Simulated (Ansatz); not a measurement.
Bend profile

SiH₃O (SMILES [O-][SiH3]) (charge -1), closed shell, at its PBE0-D4/def2-TZVPD minimum:

```xyz
5
angstrom
O -1.4799 0.2783 0.7174
Si -0.0922 0.0173 0.0448
H -0.0906 -0.2504 -1.4628
H 0.7134 -1.1805 0.5560
H 0.9493 1.1353 0.1445
```

The angle H4–Si2–O1 (117.0° at the minimum) is set to the values below, H4, with anything bonded beyond it, turning rigidly in the plane of the angle. Each method's energies count from its own value at the PBE0-D4 minimum structure. Program: Ansatz 0.2.0. Basis: def2-TZVPPD. Cores are frozen in the correlated methods. B3LYP uses VWN-RPA correlation.

```json
{"angle (°)": "93.0", "CCSD(T) (kcal/mol)": "?", "B3LYP-D4 (kcal/mol)": "11.48"}
{"angle (°)": "99.0", "CCSD(T) (kcal/mol)": "6.63", "B3LYP-D4 (kcal/mol)": "6.38"}
{"angle (°)": "105.0", "CCSD(T) (kcal/mol)": "2.94", "B3LYP-D4 (kcal/mol)": "2.79"}
{"angle (°)": "111.0", "CCSD(T) (kcal/mol)": "0.74", "B3LYP-D4 (kcal/mol)": "0.67"}
{"angle (°)": "117.0", "CCSD(T) (kcal/mol)": "0.00", "B3LYP-D4 (kcal/mol)": "0.00"}
{"angle (°)": "123.0", "CCSD(T) (kcal/mol)": "0.69", "B3LYP-D4 (kcal/mol)": "0.74"}
{"angle (°)": "129.0", "CCSD(T) (kcal/mol)": "?", "B3LYP-D4 (kcal/mol)": "2.88"}
{"angle (°)": "135.0", "CCSD(T) (kcal/mol)": "?", "B3LYP-D4 (kcal/mol)": "6.40"}
{"angle (°)": "141.0", "CCSD(T) (kcal/mol)": "11.27", "B3LYP-D4 (kcal/mol)": "11.32"}
```

Problem. Fill in the withheld CCSD(T) values. (An estimate is asked for; the value comes from the calculation.)

Solution. By the calculation: 11.85 kcal/mol at 93.0°; 2.80 kcal/mol at 129.0°; 6.32 kcal/mol at 135.0°. These count from the CCSD(T) energy at the PBE0-D4 minimum.

Minimum and curvature along this coordinate at CCSD(T): A fifth-order fit through the nearest points gives 117.1°, with a curvature of about 1.7 meV/deg².

Largest difference from the CCSD(T) curve over the scan: PBE-D4 0.99; r2SCAN-D4 0.31; PBE0-D4 0.46; wB97M-V 0.35 kcal/mol. Each curve counts from its own value at the minimum.

T1 diagnostic: at most 0.018.

For scale, one of the runs: CCSD(T)/def2-TZVPPD, 139 basis functions (an equivalent command: `ansatz run in.yaml --threads 2`). Hardware: 2 CPU threads, shared host. Wall time 4.7 s; peak host memory 0.87 GiB.
